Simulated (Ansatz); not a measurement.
**C2H4OS: a ladder of functionals and wavefunction methods**

The task here is to estimate one member of a computed series from the others.

Method: functionals in def2-TZVPP, the program's frozen cores in correlated methods; program: Ansatz 0.2.0, Gaussian basis.

Plan: PBE-D4, r2SCAN-D4, PBE0-D4, B3LYP-D4, ωB97X-V, ωB97M-V, B2PLYP; CCSD(T)/def2-TZVPP; CCSD(T)/def2-QZVPP; extrapolation to the limit.

### The relaxed structure

The geometry comes from an earlier relaxation with PBE0-D4 in a triple-zeta def2 set; it is a stationary point, not always the lowest conformer.

SMILES `C=C(O)S`, 8 atoms, charge 0, spin multiplicity 1.

Atoms are counted from 1 here; the program's logs count them from 0.

Bond lengths: C1–C2 1.327 Å, C1–H5 1.082 Å, C1–H6 1.079 Å, C2–O3 1.354 Å, C2–S4 1.776 Å, O3–H7 0.963 Å, S4–H8 1.340 Å. Angles: C2–C1–H5 119.6°, C2–C1–H6 121.1°, H5–C1–H6 119.3°, C1–C2–O3 121.7°, C1–C2–S4 125.1°, O3–C2–S4 113.1°, C2–O3–H7 109.0°, C2–S4–H8 96.4°.

The first run:

Input file in.yaml:

```yaml
crystal:
  periodic: [false, false, false]
  atoms:
    - {symbol: C, position_ang: [-0.361937, 0.900405, -0.646820]}
    - {symbol: C, position_ang: [0.207985, 0.050660, 0.197828]}
    - {symbol: O, position_ang: [1.514084, 0.156528, 0.540602]}
    - {symbol: S, position_ang: [-0.631155, -1.263821, 1.047576]}
    - {symbol: H, position_ang: [0.246931, 1.633664, -1.159771]}
    - {symbol: H, position_ang: [-1.427067, 0.885215, -0.819822]}
    - {symbol: H, position_ang: [1.832453, -0.704619, 0.831297]}
    - {symbol: H, position_ang: [-1.381294, -1.658022, 0.009099]}
basis:
  gaussian: {orbitals: def2-TZVPP}
hamiltonian: {xc: pbe, dispersion: d4}
output: {forces: true, orbitals: {seedname: orbitals}}
```

Started as:

```console
$ ansatz run in.yaml --threads 2 --pin off --events-out ev --progress --plain --max-ram 20480MiB --backend cpu
```

Among the steps run: PBE-D4 (GGA); r2SCAN-D4 (meta-GGA); PBE0-D4 (hybrid); B3LYP-D4 (hybrid); ωB97X-V (range-separated); ωB97M-V (range-separated); B2PLYP (double hybrid); CCSD(T) in def2-TZVPP; CCSD(T) in def2-QZVPP.

One table of the session follows, with a row left open; its other results are not shown here.

It belongs to the step «Atomisation energies». 

```
            method  atomisation energy (eV)
            PBE-D4                   32.577
         r2SCAN-D4                   31.659
           PBE0-D4                   31.683
          B3LYP-D4                   31.439
           ωB97X-V                   31.508
           ωB97M-V                   31.635
            B2PLYP                   31.096
     HF/def2-TZVPP                   21.724
    MP2/def2-TZVPP                   31.252
   CCSD/def2-TZVPP                   29.908
CCSD(T)/def2-TZVPP                        ?
           MP2/CBS                   32.175
       CCSD(T)/CBS                   31.437
```

**Question.** Estimate the row for CCSD(T)/def2-TZVPP.

**Answer.** atomisation energy (eV): 30.537. In the column «atomisation energy (eV)» it lies between CCSD/def2-TZVPP (29.908) and B2PLYP (31.096).
